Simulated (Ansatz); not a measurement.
# The cluster SnSe2: reading failed and doubtful runs

Aim: try 3 inputs for the cluster SnSe2 as typed, read how each ends, and find what has to change.

The runs use Ansatz 0.2.0, Gaussian basis; the settings change from run to run.

4 further runs of the same task are left out: 4 set aside as unsound or not needed. Runs told in other sessions of the task aren't counted.

### Step 1. The geometry

An earlier PBE-D4 in a triple-zeta def2 set relaxation fixed the geometry. Sn takes a core potential in def2 sets; no spin-orbit term is included.

3 atoms, charge 0, spin multiplicity 1.

Atoms are counted from 1 here; the program's logs count them from 0.

Bond lengths: Sn1–Se2 2.559 Å, Sn1–Se3 2.559 Å, Se2–Se3 2.458 Å. Angles: Se2–Sn1–Se3 57.4°, Sn1–Se2–Se3 61.3°, Sn1–Se3–Se2 61.3°.

### Step 2. Try 1

in.yaml reads:

```yaml
crystal:
  periodic: [false, false, false]
  atoms:
    - {symbol: Sn, position_ang: [0.467443, 1.281559, -0.615575]}
    - {symbol: Se, position_ang: [0.140244, -0.247470, 1.410601]}
    - {symbol: Se, position_ang: [-0.607687, -1.034089, -0.795036]}
basis:
  gaussian: {orbitals: def2-TZVPP, fitting: {mean_field: cc-pVTZ-jkfit}}
total_charge: -1
magnetization: {spin_polarized: true, initial_magnetization: 1}
hamiltonian: {xc: {name: BLYP}}
scf: {omitted_lower_state_checks: [starts]}
output: {forces: true}
```

Started as:

```console
> ansatz run in.yaml --threads 4 --pin off --events-out ev --progress --plain --max-ram 3916MiB
```

The program printed:

```text
Functional definition: BLYP
  name "BLYP"
  cite "Becke, Phys. Rev. A 38, 3098 (1988) doi:10.1103/PhysRevA.38.3098"
  cite "Lee, Yang & Parr, Phys. Rev. B 37, 785 (1988) doi:10.1103/PhysRevB.37.785"
  parameter beta = 0.0042
  parameter a = 0.04918
  parameter b = 0.132
  parameter c = 0.2533
  parameter d = 0.349
  exchange = b88_x(beta = beta)
  correlation = lyp_c(a = a, b = b, c = c, d = d)
these checks for a lower state are left out or cut short: starts
Error: <dir> the basis set cc-pVTZ-JKFIT has no functions for Sn
```

Run time: 0.1 s. Hardware: 4 threads of Arm Neoverse V1, shared host.

What is wrong: Refused before any calculation. The fitting set named has no entry for an element of this molecule. Cure: leave the fitting key out, or name a set that covers all elements and suits the basis. The input also asks for charge -1 and multiplicity 2, not those of the species named; set them back first.

### Step 3. Try 2

in.yaml reads:

```yaml
crystal:
  periodic: [false, false, false]
  atoms:
    - {symbol: Sn, position_ang: [0.467443, 1.281559, -0.615575]}
    - {symbol: Se, position_ang: [0.140244, -0.247470, 1.410601]}
    - {symbol: Se, position_ang: [-0.607687, -1.034089, -0.795036]}
basis:
  gaussian: {orbitals: def2-TZVPP, point_charges: [{charge: -1.00, position_ang: [4.609, 0.452, 0.252]}]}
hamiltonian: {xc: {name: TPSS}}
output: {forces: true}
```

Same command.

The program printed:

```text
Error: YAML parse error: error: line 9 column 19: hamiltonian.xc: no functional is named "TPSS"; the names, which are not case-sensitive, are SVWN5, SPW92, PBE, PBE0, PBEsol, revPBE, revPBE0, RPBE, rPW86-PBE, HSE06, wPBEh, LC-wPBE, HISS, HF, BLYP, B3LYP, B3LYP5, BHLYP, CAM-B3LYP, r2SCAN, r2SCANh, r2SCAN0, r2SCAN50, m-r2SCAN, B97, wB97, wB97X, wB97X-V, B97M-V, wB97M-V, B2PLYP, B2GP-PLYP, PBE0-DH, PBE-QIDH
  --> <input>:9:19
   |
 7 | basis:
 8 |   gaussian: {orbitals: def2-TZVPP, point_charges: [{charge: -1.00, position_ang: [4…
 9 | hamiltonian: {xc: {name: TPSS}}
   |                   ^ hamiltonian.xc: no functional is named "TPSS"; the names, which are not case-sensitive, are SVWN5, SPW92, PBE, PBE0, PBEsol, revPBE, revPBE0, RPBE, rPW86-PBE, HSE06, wPBEh, LC-wPBE, HISS, HF, BLYP, B3LYP, B3LYP5, BHLYP, CAM-B3LYP, r2SCAN, r2SCANh, r2SCAN0, r2SCAN50, m-r2SCAN, B97, wB97, wB97X, wB97X-V, B97M-V, wB97M-V, B2PLYP, B2GP-PLYP, PBE0-DH, PBE-QIDH
10 | output: {forces: true}
   |
```

Run time: 0.05 s. Hardware: 4 threads of Arm Neoverse V1, shared host.

**Diagnosis.** The program refused the input. The method's name isn't one that the program takes here. To mend it, name a functional that the program knows, and remove the point charge.

### Step 4. Try 3

in.yaml reads:

```yaml
crystal:
  periodic: [false, false, false]
  atoms:
    - {symbol: Sn, position_ang: [0.883340, 2.421797, -1.163269]}
    - {symbol: Se, position_ang: [0.265022, -0.467652, 2.665651]}
    - {symbol: Se, position_ang: [-1.148362, -1.954145, -1.502401]}
basis:
  gaussian: {orbitals: ANO-RCC-VTZP, final_grid: {core_spheres: 8, valence_spheres: 7, degree: 23}}
hamiltonian: {xc: {name: PBE0}, dispersion: d3bjatm}
scf: {omitted_lower_state_checks: [starts]}
output: {forces: true}
```

The command is unchanged.

The program printed:

```text
Functional definition: PBE0
  name "PBE0"
  cite "Adamo & Barone, J. Chem. Phys. 110, 6158 (1999) doi:10.1063/1.478522"
  cite "Perdew, Burke & Ernzerhof, Phys. Rev. Lett. 77, 3865 (1996) doi:10.1103/PhysRevLett.77.3865"
  parent pbe
  parameter a = 0.25
  parameter kappa = 0.804
  parameter beta = 0.06672455060314922
  exchange = (1 - a)*pbe_x(kappa = kappa, mu = beta*pi^2/3) + a*exact_x
  correlation = pbe_c(beta = beta)
these checks for a lower state are left out or cut short: starts
1175 factors; integrals over basis functions are off by at most 7.9e-4 eV
mean field evaluation 1: about -300271.5166 eV, gradient 2.7e1 eV
mean field evaluation 2: about -300047.3294 eV, gradient 1.6e2 eV
mean field evaluation 4: about -300184.7855 eV, gradient 8.7e1 eV
mean field evaluation 8: about -300281.0963 eV, gradient 2.1e0 eV
mean field evaluation 16: about -300281.1320 eV, gradient 2.9e-5 eV
mean field -300281.13201744 eV, -11035.1280637791 hartree, gradient 3.1e-6 eV, S^2 0.000000; 0 other end points of the search recorded, 0 dependent functions left out
the calculation of the forces begins
reference -300281.13206216 eV, -11035.1280654227 hartree; 59, 59 occupied and 95, 95 virtual orbitals, 1175 factors
Total energy: -300281.19139876 eV, -11035.1302460026 hartree
Relativity: scalar
Atom 0 at     0.883340     2.421797    -1.163269 Å, force    -0.410615    -1.125750     0.540719 eV/Å
Atom 1 at     0.265022    -0.467652     2.665651 Å, force    -0.055594     0.288472    -1.039739 eV/Å
Atom 2 at    -1.148362    -1.954145    -1.502401 Å, force     0.466209     0.837278     0.499020 eV/Å
Dipole moment:     0.679705     1.863501    -0.895092 e Å
Checks for a lower state left out: starts
```

It took 16 s on 4 threads of Arm Neoverse V1, shared host.

**Diagnosis.** The run converged, but a converged run isn't a right one. The coordinates are in bohr but typed as ångström. The shortest distance is 4.65 Å (Se2–Se3), against 2.46 Å in the relaxed molecule. Its energy is no property of the relaxed molecule. Cure: take the coordinates from the file in ångström.

### Step 5. How the tries ended

```
try              level      ended                                                               cause    time
  1    BLYP/def2-TZVPP    refused  the fitting set named has no entry for an element of this molecule   0.1 s
  2    TPSS/def2-TZVPP    refused             the method's name isn't one that the program takes here  0.05 s
  3  PBE0/ANO-RCC-VTZP  converged                   the coordinates are in bohr but typed as ångström    16 s
```

In words: 2 refused, 1 converged. A refusal costs next to no computing time. The dangerous case is the input that converges on a wrong geometry, charge, spin, basis or grid: often only a look at the input shows it.
